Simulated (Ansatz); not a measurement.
Results of the Gaussian-basis code of Ansatz.

`COC=S` at its PBE0-D4/def2-TZVP geometry, where that method's forces vanish. Total charge 0; spin multiplicity 1.

```
atom   x (Å)   y (Å)   z (Å)
  C1   0.474  -0.893  -0.360
  O2  -0.524   0.106  -0.551
  C3  -0.596   1.049   0.373
  S4  -1.652   2.263   0.343
  H5   0.389  -1.573  -1.204
  H6   1.471  -0.445  -0.350
  H7   0.301  -1.439   0.570
  H8   0.138   0.932   1.178
```

Task: For each bond, give half the difference of the two atoms' forces along it (eV/Å; positive pushes the atoms apart) under PBE-D4, r2SCAN-D4, B3LYP-D4, ωB97M-V in def2-TZVPP. (An estimate is asked.)

Result: The calculation gave: 
| bond | length (Å) | PBE-D4 | r2SCAN-D4 | B3LYP-D4 | ωB97M-V |
| --- | --- | --- | --- | --- | --- |
| C1–O2 | 1.425 | 0.26 | 0.30 | 0.25 | 0.20 |
| C1–H5 | 1.087 | 0.06 | -0.09 | -0.13 | -0.09 |
| C1–H6 | 1.093 | 0.06 | -0.08 | -0.08 | -0.09 |
| C1–H7 | 1.093 | 0.06 | -0.08 | -0.08 | -0.09 |
| O2–C3 | 1.323 | 0.45 | 0.27 | 0.20 | 0.21 |
| C3–S4 | 1.609 | 0.28 | 0.10 | 0.14 | -0.10 |
| C3–H8 | 1.096 | -0.04 | -0.12 | -0.18 | -0.13 |

B3LYP here is the variant with VWN-RPA as its local correlation; programs differ in this.
